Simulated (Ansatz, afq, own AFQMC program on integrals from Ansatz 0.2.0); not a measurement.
## Ru, quintet → Ru, septet

A free Ru atom.

E(septet, charge +0) − E(quintet, charge +0) at this geometry, on UHF and UHF determinants.

Basis def2-SVP with its core potentials. Noble-gas cores (and the filled d shells of Ga–Kr and In–Xe) are frozen. AFQMC by an in-house program on the Cholesky factors that Ansatz 0.2.0 writes for its CCSD(T) run. The CISD trial takes its coefficients from CCSD amplitudes. Released means that phaseless walkers are propagated on without the constraint, phases kept. Error bars are statistical, one sigma. No spin–orbit coupling. The metal's outer-core s and p shells are frozen, which shifts wave-function levels against functionals. The errors of all members are added in quadrature.

No full CI on the walks' own integrals is used here; CCSDTQ serves as the reference and is uncertain by about the last step of the cluster series. Each member takes its own surest rung, up to full CI.

Errors are counted within def2-SVP, not against nature.

Cautions: no spin-orbit coupling; outer-core shells of the metal frozen; Ru (septet): another spin lies lower, released walk and highest rung disagree (by 58 meV at 4.20 1/Eh), its ph-AFQMC/CISD value lies 65.6 ± 1.5 meV above CCSDTQ.

| level | vertical spin gap (kcal/mol) |
| --- | --- |
| MP2 | 59.9 |
| CCSD | 58.8 |

Q: From these cheaper values, estimate the vertical spin gap at the reference level in def2-SVP.

A: 58.2 kcal/mol (CCSDTQ in def2-SVP).

```csv
level,vertical spin gap (kcal/mol),error against CCSDTQ (kcal/mol)
HF,40.2,-18.0
CCSD(T),59.5,1.3
CCSDT,58.3,0.1
CCSDT(Q),58.1,0.0
ph-AFQMC/CISD,59.4 ± 0.05,1.3 ± 0.05
released AFQMC,59.5 ± 0.09,1.3 ± 0.09
```

Correlation beyond CCSD(T) takes off 1.3 kcal/mol. The perturbative (T) step is worth +0.7 kcal/mol.

CCSDT and higher add their correlation energy to the determinant of the CCSD(T) run, since their own runs factorise the integrals more tightly (a shift of under 2 meV). A walk keeps the symmetry of its determinant, which the program's search chose and which needn't be the lowest solution, so a lower state of the same spin and another symmetry isn't excluded. Released energies are given only where the last usable release times agree within the noise; a slower fall can still hide under it.
